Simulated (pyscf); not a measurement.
Thermochemistry of product channels of H₃C–In(CH₃)–NH₂ (SMILES [CH3][In]([CH3])[NH2]) on the singlet surface, in kJ/mol, from ωB97M-D3(BJ)/def2-TZVP energies (ideal gas, 1 atm, RRHO with modes under 100 cm⁻¹ raised to 100, one conformer, R ln 2 for chiral ones without a mode under 150 cm⁻¹). PySCF, gas phase, ωB97X-D3(BJ)/def2-SVP geometries.

```
products                                                           ΔE  ΔH(298 K)  ΔG(298 K)   ΔG(900 K)
---------------------------------------------------------  ----------  ---------  ---------  ----------
H₃C–CH₃ (SMILES CC) + H₂N–In (SMILES [NH2][In]) [singlet]  (withheld)      -36.2      -69.2      -126.2
H₃C–CH₂–InH–NH₂ (SMILES C[CH2][InH][NH2])                  (withheld)      +30.2      +36.0  (withheld)
CH₄ (SMILES C) + H₃C–In=NH (SMILES [CH3][In]=[NH])             +192.6     +185.9     +150.5       +85.2
```

Fill in the missing entries.


- H₃C–CH₃ (SMILES CC) + H₂N–In (SMILES [NH2][In]) [singlet], ΔE: -39.8
- H₃C–CH₂–InH–NH₂ (SMILES C[CH2][InH][NH2]), ΔE: +33.4
- H₃C–CH₂–InH–NH₂ (SMILES C[CH2][InH][NH2]), ΔG(900 K): +49.8

These are energies of the channels, which say nothing of barriers. Elements past Kr carry the def2 core potentials, without spin-orbit coupling.
